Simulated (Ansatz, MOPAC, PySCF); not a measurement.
Molecule: dimethylsulfoxide, C₂H₆OS, net charge 0, singlet state. SMILES: CS(C)=O
Structure (B3LYP-D3(BJ)/def2-TZVP (Ansatz, a program for electronic structure) minimum search):
```
S
O 1 1.4886
C 1 1.8169 2 106.63
H 3 1.0885 1 106.64 2 -67.13
H 3 1.0900 4 109.97 1 -118.01
H 3 1.0903 4 109.95 5 -122.84
C 1 1.8169 2 106.63 3 102.02
H 7 1.0885 1 106.64 2 67.13
H 7 1.0900 8 109.97 1 118.01
H 7 1.0903 8 109.95 9 122.84
```
Charge 0, spin multiplicity 1.

Unscaled harmonic wavenumbers (cm⁻¹) in rising order, each level at the stationary point that it reaches from this structure (no distance between atoms moves by over 0.3 Å); the order of modes can differ between levels, and a negative number is imaginary. B3LYP-D3(BJ)/def2-TZVP (PySCF, at the structure above): 185, 232, 287, 323, 376, 639, 664, 892, 927, 959, 1026, 1116, 1317, 1337, 1442, 1456, 1458, 1476, 3037, 3040, 3130, 3135, 3142, 3143.

PM7 (MOPAC): 24, 78, 255, 292, 348, 706, 706, 881, 901, 920, 970, 1066, 1262, 1269, 1271, 1280, 1317, 1328, 2650, 2653, 2663, 2667, 2759, 2764. Zero-point energy 44.4 against 49.7 kcal/mol; where all levels lie over 400 cm⁻¹, the wavenumbers are on average 0.930 times those of B3LYP-D3(BJ)/def2-TZVP.

HF/6-31G* (Ansatz): 207, 254, 312, 340, 399, 750, 794, 1002, 1053, 1072, 1149, 1174, 1497, 1520, 1589, 1602, 1606, 1623, 3222, 3226, 3315, 3320, 3325, 3326. Zero-point energy 53.9 against 49.7 kcal/mol; where all levels lie over 400 cm⁻¹, the wavenumbers are on average 1.103 times those of B3LYP-D3(BJ)/def2-TZVP.

B3LYP/6-31G* (Ansatz): 179, 227, 283, 296, 360, 634, 664, 905, 944, 972, 1038, 1102, 1347, 1370, 1471, 1484, 1489, 1507, 3060, 3062, 3156, 3160, 3168, 3168. Zero-point energy 50.1 against 49.7 kcal/mol; where all levels lie over 400 cm⁻¹, the wavenumbers are on average 1.011 times those of B3LYP-D3(BJ)/def2-TZVP.
